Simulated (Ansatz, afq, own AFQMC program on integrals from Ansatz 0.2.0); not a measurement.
Integrals from Ansatz 0.2.0, then the random walk in our own AFQMC program (afq).

```yaml
crystal:
  periodic: [false, false, false]
  atoms:
    - {symbol: B, position_ang: [-0.158834, 0.000000, -2.011573]}
    - {symbol: N, position_ang: [-0.909501, 0.000000, -0.997105]}
    - {symbol: Ga, position_ang: [0.207339, 0.000000, 0.512216]}
basis:
  gaussian: {orbitals: cc-pVDZ}
magnetization: {spin_polarized: true, initial_magnetization: 1}
correlation: {method: ccsd_t, electrons: outside_noble_gas, hamiltonian_folder: ham}
```

```sh
$ ansatz run in.yaml --threads 1 --pin off --events-out ev --progress --plain --max-ram 1382MiB
```

afq runs on the folder ham with

```
--method free --trial cisd --walkers 60 --time-step 0.03 --max-blocks 80 --target-error 0.0004 --factor-cut 1e-05 --seed 3455 --times 0,0.21,0.42,0.81,1.2,1.8,2.4,3 --taylor-order 8
```

Times are imaginary, in 1/Eh. The walk had a cap of 1475 s. Filled inner d shells are frozen with the cores.

afq prints:

```
orbitals 39  electrons 6 5  factors 315 of 593
reference energy -2002.31534484 Eh
CCSD correlation -0.27775640 Eh in 17 cycles, weight of the determinant in the CISD state 0.8383
repeat  energy at the last time / Eh  error
    10  -2002.605769  0.002631
    20  -2002.607649  0.001902
    30  -2002.607664  0.001618
    40  -2002.607734  0.001519
    50  -2002.607416  0.001365
    60  -2002.607849  0.001199
    70  -2002.607100  0.001143
    80  -2002.607662  0.001042
time / (1/Eh)  energy / Eh  error  mean overlap
  0.00  -2002.593231  0.000442  1.1928
  0.21  -2002.599928  0.000449  1.1893
  0.42  -2002.603080  0.000487  1.1942
  0.81  -2002.605819  0.000572  1.1919
  1.20  -2002.606955  0.000616  1.1932
  1.80  -2002.609126  0.000726  1.1734
  2.40  -2002.608474  0.000930  1.1823
  3.00  -2002.607662  0.001042  1.1878
energy -2002.607662 +/- 0.001042 Eh
```

The run passed its tests (error under three times the target), which doesn't prove that it has relaxed.

Against this walk (error 28.4 meV) on the same determinant: CCSD(T) 35.2 meV higher (within the noise). The error is statistical, and a free projection of finite length keeps a remainder of its start. None of these is a sure reference here.

Cautions: remainder of the start not in the error; error above the target (28.4 against 10.9 meV); no relativity below Rb; no spin-orbit coupling; inner d shell frozen; unrestricted determinant slightly spin contaminated (⟨S²⟩ 0.82 against 0.75).

The walk took 3.3 min on 1 thread of Intel(R) Xeon(R) 6975P-C (Granite Rapids) (shared host). The log's last line is the free-projection energy.

A walk keeps the symmetry of its determinant, which the program's search chose and which needn't be the lowest solution, so a lower state of the same spin and another symmetry isn't excluded.
